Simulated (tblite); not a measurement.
Compound: C₄H₈ClF.
Numbering: `[CH3:1][C@H:2]([F:3])[CH2:4][CH2:5][Cl:6]` (hydrogens: H7, H8, H9 on C1; H10 on C2; H11, H12 on C4; H13, H14 on C5)

Computed with GFN2-xTB (tblite), gas phase: Langevin dynamics at 300 K from the optimised GFN2-xTB geometry, time step 0.5 fs, friction 0.01 fs⁻¹, 2000 steps. The instantaneous temperature is 2·E(kin)/(3Nk) with all 3N coordinates.

```
t (fs)  T (K)  E(pot) above start (eV)  C1–C2 (Å)  C2–F3 (Å)  C2–C4 (Å)  C4–C5 (Å)  C5–Cl6 (Å)  C1–H7 (Å)  C1–C2–C4–C5 (°)
     0    232                    0.000      1.520      1.387      1.528      1.520       1.787      1.088             -174
    50    175                    0.282      1.512      1.365      1.518      1.498       1.787      1.080              176
   100    198                    0.284      1.535      1.412      1.509      1.534       1.769      1.091             -177
   150    256                    0.245      1.529      1.407      1.531      1.526       1.782      1.107              180
   200    255                    0.404      1.496      1.415      1.522      1.500       1.813      1.098              171
   250    199                    0.686      1.491      1.407      1.564      1.645       1.758      1.091              167
   300    281                    0.413      1.556      1.391      1.565      1.430       1.806      1.107              175
   350    286                    0.386      1.514      1.405      1.535      1.573       1.758      1.085              178
   400    265                    0.499      1.532      1.385      1.581      1.497       1.740      1.097             -173
   450    361                    0.366      1.505      1.416      1.467      1.536       1.720      1.099              171
   500    306                    0.467      1.523      1.359      1.516      1.538       1.755      1.102              169
   550    417                    0.484      1.499      1.332      1.623      1.505       1.765      1.080              172
   600    328                    0.714      1.484      1.499      1.524      1.553       1.719      1.094              167
   650    394                    0.513      1.568      1.362      1.590      1.489       1.766      1.076             -166
   700    252                    0.707      1.476      1.407      1.545      1.609       1.747      1.092             -168
   750    255                    0.571      1.588      1.406      1.548      1.428       1.779      1.090              172
   800    346                    0.424      1.514      1.440      1.525      1.586       1.810      1.085             -178
   850    257                    0.402      1.553      1.342      1.555      1.497       1.817      1.071             -160
   900    279                    0.339      1.572      1.372      1.568      1.538       1.798      1.090             -158
   950    364                    0.481      1.548      1.465      1.502      1.545       1.826      1.133             -175
  1000    211                    0.491      1.536      1.388      1.498      1.499       1.856      1.074             -177
```

Task: From 500 fs on, how do temperature and potential energy compare with equipartition?

Result: The mean temperature of these 11 frames is 310 K against the target 300 K, and the mean potential energy 0.51 eV against 36 × kT/2 = 0.47 eV for 36 classical harmonic modes. For 14 atoms in a canonical ensemble the temperature itself scatters by T·√(2/(3N)) = 65 K; here its standard deviation is 62 K. The whole run lasts only 10 friction times of 100 fs, so these averages carry a wide statistical error.

Task: What are the kinetic and total energies of the listed frame with the highest potential energy?

Result: The one at 600 fs, 0.714 eV above the start. Its kinetic energy is 3NkT/2 = 0.594 eV at 328 K, so the sum is 1.31 eV; over the listed frames the sum runs from 0.42 to 1.31 eV, since the thermostat adds and removes energy.

Task: How much do the listed bonds fluctuate from 500 fs on?

Result: 
| bond | at the start (Å) | mean (Å) | standard deviation (Å) |
| --- | --- | --- | --- |
| C1–C2 | 1.520 | 1.533 | 0.035 |
| C2–F3 | 1.387 | 1.397 | 0.050 |
| C2–C4 | 1.528 | 1.545 | 0.036 |
| C4–C5 | 1.520 | 1.526 | 0.048 |
| C5–Cl6 | 1.787 | 1.785 | 0.038 |
| C1–H7 | 1.088 | 1.090 | 0.016 |

The motion is classical and holds no zero-point motion.

What follows is the cost of the whole dynamics run. Hardware: Arm Neoverse V1, one thread, shared host. Cost: 10 s of wall time, 0.18 GiB resident at most.
